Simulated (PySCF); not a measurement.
## Computed NMR parameters against published values

Cartesian coordinates in Å; atom numbers follow the order of the lines, from 1:
```xyz
10

O     1.800   -0.051   -0.014
C     0.518   -0.021    0.529
C    -0.562    0.823   -0.061
C    -0.635   -0.685   -0.138
H     1.745   -0.357   -0.923
H     0.572   -0.077    1.609
H    -0.328    1.351   -0.978
H    -1.241    1.346    0.602
H    -0.457   -1.134   -1.110
H    -1.364   -1.214    0.464
```

The experiment to reproduce: δ 13C C2 45.7; C3/C4 6.8; δ 1H H6 3.35 ppm (measured; solution, not stated per compound (mostly CDCl3 or CCl4); Pretsch, Buehlmann, Badertscher, Structure Determination of Organic Compounds, 4th ed. (2009)). Coupling constants: 3J(H6,H8) (cis) 6.2 Hz, 3J(H6,H7) (trans) 2.9 Hz, 2J(H7,H8) -5.4 Hz.

PySCF 2.14.0 with density-fitted response routines calculation with spin–spin couplings from B3LYP/pcJ-2, shielding tensors at wB97X-D/pcSseg-2 (GIAO) and geometry from PBE0-D3(BJ)/def2-TZVP; one computed conformer, isolated molecule, one averaged value for each set of equivalent atoms, non-relativistic Hamiltonian.

**Question.** Set the calculated values beside the experiment.

**Answer.** 
Reference values: measured (solution, not stated per compound (mostly CDCl3 or CCl4); Pretsch, Buehlmann, Badertscher, Structure Determination of Organic Compounds, 4th ed. (2009)).
| atoms | quantity | reference | computed | computed, scaled |
| --- | --- | --- | --- | --- |
| C2 | δ 13C | 45.7 | 51.7 | 46.9 |
| C3/C4 | δ 13C | 6.8 | 9.8 | 8.1 |
| H6 | δ 1H | 3.35 | 3.28 | 3.23 |

Computed shifts are σ(ref) − σ with the named reference compound (TMS for H and C) calculated as an isolated molecule at the same level. The measured values may be among those fitted. Shieldings were converted by linear fits to measured shifts (mostly CDCl3, TMS scale, for H and C): 13C (scatter 2.0 ppm rms, 2.1 ppm with the 3 outliers that the fit left out); 1H (scatter 0.16 ppm rms, 0.17 ppm with the 4 outliers that the fit left out). A few per cent of atoms miss by over 2 rms, more outside the fitted compound classes. Hydrogens on heteroatoms aren't scaled, only referred to computed TMS.

Coupling constants in Hz:
| coupling | reference | computed | source |
| --- | --- | --- | --- |
| 3J(H6,H8) cis | 6.2 | 8.0 | measured; solution (compiled); Pretsch, Buehlmann, Badertscher, Structure Determination of Organic Compounds, 4th ed., Springer 2009 |
| 3J(H6,H7) trans | 2.9 | 3.8 | measured; solution (compiled); Pretsch, Buehlmann, Badertscher, Structure Determination of Organic Compounds, 4th ed., Springer 2009 |
| 2J(H7,H8) | -5.4 | -6.9 | measured; solution (compiled); Pretsch, Buehlmann, Badertscher, Structure Determination of Organic Compounds, 4th ed., Springer 2009 |

**Question.** How far are the unscaled 13C shifts from the references?

**Answer.** Mean signed difference +4.50 ppm, mean absolute 4.50 ppm over 2 comparisons; the largest is +6.0 ppm at C2 (three-membered-ring carbon).

6 of the 11 published NMR values on file for this molecule are compared.
